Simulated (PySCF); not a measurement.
Isomers of C4H6O and their computed core-level spectra.

The calculation used delta-SCF UKS SCAN, pcX-2 on the ionised atom, pcseg-1 elsewhere, spin-free X2C (PySCF 2.14.0). Geometries: GFN2-xTB; isolated species, one conformer each.

Line lists (1s up to Mg, 2p3/2 beyond; areas count atoms within a level, one atom standing for each set equivalent by bonding):
1. C 1s: 290.95 (area 2), 291.09 (area 1), 291.87 (area 1) eV; O 1s: 538.47 eV
2. C 1s: 290.89 (area 2), 290.99 (area 1), 293.34 (area 1) eV; O 1s: 537.86 eV
3. C 1s: 289.95 (area 1), 290.51 (area 1), 291.90 (area 1), 292.39 (area 1) eV; O 1s: 538.68 eV
4. C 1s: 289.90 (area 1), 290.96 (area 1), 291.72 (area 1), 292.25 (area 1) eV; O 1s: 538.68 eV

Structures:
A. `C1=COCC1`
B. `OCC1C=C1`
C. `C=C=COC`
D. `C1C(=O)CC1`

Which list belongs to which compound?

- 1 = B: another candidate has the same counts of sites, so positions decide. C 1s: 290.95 alkene CH carbon (×2), 291.09 allylic carbon, 291.87 carbinol carbon (C–OH); O 1s: 538.47 alcohol oxygen.
- 2 = D: another candidate has the same counts of sites, so positions decide. C 1s: 290.89 sp3 carbon next to a carbonyl (×2), 290.99 four-membered-ring carbon, 293.34 ketone carbonyl carbon; O 1s: 537.86 ketone oxygen.
- 3 = C: another candidate has the same counts of sites, so positions decide. C 1s: 289.95 central carbon of cumulated double bonds, 290.51 outer carbon of cumulated double bonds, 291.90 outer carbon of cumulated double bonds, 292.39 methoxy carbon; O 1s: 538.68 ether oxygen.
- 4 = A: another candidate has the same counts of sites, so positions decide. C 1s: 289.90 alkene CH carbon, 290.96 allylic carbon, 291.72 vinylic carbon bearing oxygen, 292.25 sp3 carbon bound to oxygen; O 1s: 538.68 cyclic ether oxygen.
